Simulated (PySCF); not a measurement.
Electronic absorption of C4H7ClO

C4H7ClO.
InChI=1S/C4H7ClO/c5-1-4-2-6-3-4/h4H,1-3H2

Level of theory: TDDFT B3LYP/def2-SVPD, vertical, gas phase, core orbitals frozen in the response (PySCF). Isolated species at its PBE0-D3(BJ)/def2-SVP geometry (one conformer only). Torsions of this conformer, `[Cl:1][CH2:2][CH:3]1[CH2:4][O:5][CH2:6]1`: Cl1–C2–C3–C4 -166°.

| state | E (eV) | E (hartree) | f | \|μ\| (D) | main configurations (H = HOMO, L = LUMO) |
| --- | --- | --- | --- | --- | --- |
| S1 | 6.43 | 0.2363 | 0.015 | 0.77 | H→L (98%) |
| S2 | 6.79 | 0.2494 | 0.0029 | 0.33 | H→L+2 (54%), H→L+1 (40%) |
| S3 | 7.04 | 0.2588 | 0.0035 | 0.36 | H→L+1 (55%), H→L+2 (40%) |
| S4 | 7.17 | 0.2635 | 0.0032 | 0.34 | H-1→L (66%), H-2→L (24%) |
| S5 | 7.20 | 0.2646 | 0.0032 | 0.34 | H-2→L (66%), H-1→L (24%) |
| S6 | 7.30 | 0.2683 | 0.0038 | 0.37 | H→L+3 (94%) |

The lowest singlet lies at 6.43 eV (193 nm, vacuum ultraviolet) and is weak; its leading configuration is HOMO→LUMO (98%). The lowest level is also the most intense of those listed (f = 0.015). Löwdin shares by element: HOMO oxygen 58%, carbon 19% or more, hydrogen 5% or more (atoms not listed hold the other 18%); LUMO chlorine 38%, carbon 26% or more, hydrogen 8% or more (atoms not listed hold the other 27%). Weighted by f, the mean energy of these states is 6.79 eV. Of the 6 states listed, 1 reaches f = 0.01 and none stays under 0.0005. The oscillator strengths of these states sum to 0.031; summed over the whole spectrum of an exact calculation they would give the number of electrons, 56 (Thomas–Reiche–Kuhn). Only the lowest 6 singlets were computed, as vertical energies without vibronic structure.
